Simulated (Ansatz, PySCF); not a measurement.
Species: SiH3, net charge 0, doublet state. SMILES: [SiH3]
Geometry: optimised at B3LYP-D3(BJ)/def2-TZVP (Ansatz, a quantum-chemistry and plane-wave program).

Wanted: atomisation energy (electronic, to ground-state atoms), in kcal/mol. Valence correlation only, unless marked. UHF or UKS for open shells. Spin-orbit coupling is left out. Non-relativistic. The coupled-cluster limit lacks core correlation, which all-electron functionals hold. Basis-set limits of correlation are two-point, X^-3; Hartree-Fock from the larger set.

| level | program | atomisation energy (kcal/mol) |
|---|---|---|
| PBE-D4/def2-TZVPD | Ansatz + dftd4 | 223.3 |
| PBE0/def2-TZVP | Ansatz | 223.5 |
| MN15/def2-TZVPD | PySCF | 230.7 |
| CAM-B3LYP-D3(BJ)/def2-TZVPD | Ansatz + dftd3 | 230.1 |
| B2GP-PLYP/def2-TZVPD | Ansatz | 223.7 |
| RI-MP2/aug-cc-pV(T+d)Z | Ansatz | 218.6 |
| CCSD/cc-pV(D+d)Z | Ansatz | 212.2 |
| CCSD(T)/def2-QZVPPD | Ansatz | 226.7 |
| CCSDT/cc-pV(D+d)Z | Ansatz | 213.0 |
| CCSD(T)/CBS(def2-TZVPPD,def2-QZVPPD) | Ansatz | 228.4 |
